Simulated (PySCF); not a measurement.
Calculated NMR parameters of 1-chloro-3-methyl-2-butene

- Formula: C5H9Cl
- SMILES: CC(C)=CCCl
- Point group of the computed structure: C1
- Degrees of unsaturation: 1
- Carbon signals: 5
- Proton signals: 4

Numbering as in the mapped SMILES `[CH3:1][C:2]([CH3:3])=[CH:4][CH2:5][Cl:6]`; H(Xn) means a hydrogen on atom n.

- coordinates at the GFN2-xTB level
- PBE0/pcSseg-1 with gauge-including orbitals
- run in PySCF
- non-relativistic Hamiltonian, rapidly exchanging positions averaged, one computed conformer, gas phase

Scale: 1H (σ = 31.72 ppm) and 13C (σ = 186.93 ppm) against TMS (reference shieldings calculated alike).

| carbon | δC, type | δH (multiplicity) | HMBC from (2–3 bonds) | span of the C tensor (ppm) |
| --- | --- | --- | --- | --- |
| C1 | 30.1, CH3 | 1.95 (s) | H(C4), H(C3) | 50 |
| C2 | 153.4, C | – | H(C4), H(C5), H(C3), H(C1) | 244 |
| C3 | 18.7, CH3 | 1.98 (s) | H(C4), H(C1) | 30 |
| C4 | 128.2, CH | 5.97 (t) | H(C5), H(C3), H(C1) | 191 |
| C5 | 46.5, CH2 | 4.09 (d) | H(C4) | 58 |

Carbon types of the structure: 1 × C, 1 × CH, 1 × CH2, 2 × CH3, which accounts for all hydrogens. δC 153.4: fully substituted alkene carbon; an sp2 carbon of a C=C bond. δC 128.2: alkene CH; an sp2 carbon of a C=C bond. δC 46.5: allylic sp3 CH2 bonded to Cl; pulled downfield by the heteroatom. δC 30.1, 18.7: allylic methyl carbon; aliphatic region, no heteroatom directly attached. δH 4.09: hydrogen on an allylic sp3 CH2 bonded to Cl; its carbon carries Cl, hence the downfield position.

Carbons that carry Cl, above all several Cl atoms, come out too deshielded, partly because spin–orbit coupling is missing. Shifts are as computed. Against solution values, carbons near 30 ppm lie about +3 ppm off and those near 130 ppm about +5 ppm; carbons on Cl a further +6 ppm. Of 1211 compounds with measured shifts, 218 miss one by over three times the rms of a fit or turn the order of signals round; such compounds aren't used in these exercises. No couplings were computed; multiplicities are counted from neighbouring protons, with m where these are inequivalent, close in shift, in a saturated or five-membered ring or joined by F or P, and br s for small geminal =CH2 splittings.
